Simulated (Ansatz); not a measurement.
One change: `C=CC(=C)CF` becomes `C=CC=C`.

Ansatz, PBE0-D4/def2-TZVP geometries, multiplicity 1. Each molecule was computed in one conformer, which needn't be the lowest.

| property | `C=CC(=C)CF` |
| --- | --- |
| HOMO energy (B3LYP/def2-TZVPP) / eV | -6.79 |
| LUMO energy (PBE0/def2-TZVPP) / eV | -1.03 |
| LUMO energy (B3LYP/def2-TZVPP) / eV | -1.24 |
| size of the dipole moment (B3LYP/def2-TZVPP) / D | 1.55 |
| size of the dipole moment (PBE/def2-TZVPP) / D | 1.43 |
| HOMO–LUMO gap (ωB97M-V/def2-TZVPP) / eV | 10.12 |

Problem. What does the change do to each property? (An estimate is asked.)

Solution. Ansatz gave: 
| property | `C=CC=C` | shift |
| --- | --- | --- |
| HOMO energy (B3LYP/def2-TZVPP) / eV | -6.61 | 0.18 |
| LUMO energy (PBE0/def2-TZVPP) / eV | -0.86 | 0.17 |
| LUMO energy (B3LYP/def2-TZVPP) / eV | -1.07 | 0.17 |
| size of the dipole moment (B3LYP/def2-TZVPP) / D | 0.00 | -1.55 |
| size of the dipole moment (PBE/def2-TZVPP) / D | 0.00 | -1.43 |
| HOMO–LUMO gap (ωB97M-V/def2-TZVPP) / eV | 10.14 | 0.02 |

B3LYP here is the variant with VWN-RPA as its local correlation; programs differ in this.
